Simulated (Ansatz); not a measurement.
# CH₄O (singlet): the correlation ladder, cc-pVDZ

Aim: climb from Hartree-Fock through coupled cluster for CH₄O (singlet) at one geometry and basis, and see what each rung misses.

The runs use Ansatz 0.2.0, Gaussian basis; cc-pVDZ, core rule «outside noble gas», up to 2 orbitals frozen.

The runs, in order: UHF; CCSD(T) on RHF; CCSDT(Q) on RHF; CCSDTQ on RHF.

2 further runs of the same task are left out: 2 set aside as unsound or not needed.

## (1) The system

The geometry is an MP2(full)/6-31G* stationary point (not a proven minimum).

6 atoms, charge 0, spin multiplicity 1.

Atoms are counted from 1 here; the program's logs count them from 0.

Bond lengths: C1–O2 1.423 Å, C1–H3 1.090 Å, C1–H5 1.097 Å, C1–H6 1.097 Å, O2–H4 0.970 Å. Angles: O2–C1–H3 106.3°, O2–C1–H5 112.3°, O2–C1–H6 112.3°, H3–C1–H5 108.5°, H3–C1–H6 108.5°, H5–C1–H6 108.8°, C1–O2–H4 107.4°.

## (2) UHF

in.yaml

```yaml
crystal:
  periodic: [false, false, false]
  atoms:
    - {symbol: C, position_ang: [-0.026687, 0.728617, 0.000000]}
    - {symbol: O, position_ang: [-0.026687, -0.694323, 0.000000]}
    - {symbol: H, position_ang: [-1.072551, 1.034013, 0.000000]}
    - {symbol: H, position_ang: [0.898978, -0.984230, 0.000000]}
    - {symbol: H, position_ang: [0.457589, 1.144604, 0.891772]}
    - {symbol: H, position_ang: [0.457589, 1.144604, -0.891772]}
basis:
  gaussian: {orbitals: cc-pVDZ}
magnetization: {spin_polarized: true, initial_magnetization: 0}
hamiltonian: {xc: hf}
output: {orbitals: {seedname: orbitals}}
```

Run with:

```bash
$ ansatz run in.yaml --threads 1 --pin off --events-out ev --progress --plain --max-ram 3956MiB --backend cpu
```

Further steps of the session: CCSD(T) on RHF; CCSDT(Q) on RHF; CCSDTQ on RHF.

Q: Predict the results of all the runs planned. Wanted: RCCSDTQ below the RHF energy; RMP2 from RCCSDTQ; RCCSD from RCCSDTQ; RCCSD(T) from RCCSDTQ; RCCSDT(Q) from RCCSDTQ; T1 diagnostic.

**Answer**, as computed:

```
                         quantity                        value
     RCCSDTQ below the RHF energy                  -10.1453 eV
                RMP2 from RCCSDTQ                   +919.2 meV
               RCCSD from RCCSDTQ                   +242.5 meV
            RCCSD(T) from RCCSDTQ                    +30.5 meV
           RCCSDT(Q) from RCCSDTQ                     -1.4 meV
levels within 1 kcal/mol (43 meV)  RCCSD(T), RCCSDT, RCCSDT(Q)
                    T1 diagnostic                        0.008
```

What this shows: RCCSD(T) lands +30.5 meV from the yardstick (0.3 % of the correlation energy). These misses are within one basis, not against nature.
